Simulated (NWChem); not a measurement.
Correlation energy of fluoromethane (CH₃F)

SMILES: CF
```xyz
5

C      0.6088    -0.1106     0.0000
F     -0.7327     0.1332     0.0000
H      0.8879    -0.6879     0.8972
H      0.8879    -0.6879    -0.8972
H      1.1658     0.8411     0.0000
```
Charge 0, spin multiplicity 1.

All runs are NWChem calculations. The geometry was optimised at PBE0/def2-SVP, a minimum by its harmonic frequencies.

Basis set: 6-311G**. Each correlation energy counts from its own Hartree-Fock reference.

The correlated methods keep 2 core orbitals frozen. The Pople sets run with spherical d functions. Coupled-cluster values serve here as a point of comparison, not as the truth.

```csv
method,correlation energy (mHa)
MP2,-360.3
SCS-MP2,-357.3
CCSD,[?]
CR-CCSD[T],-387.0
CR-CCSD(T),[?]
CCSD+T(CCSD),-388.6
CCSD(T),[?]
```

What belongs in the gaps?


- CCSD, correlation energy (mHa): -379.3
- CR-CCSD(T), correlation energy (mHa): -386.6
- CCSD(T), correlation energy (mHa): -388.1
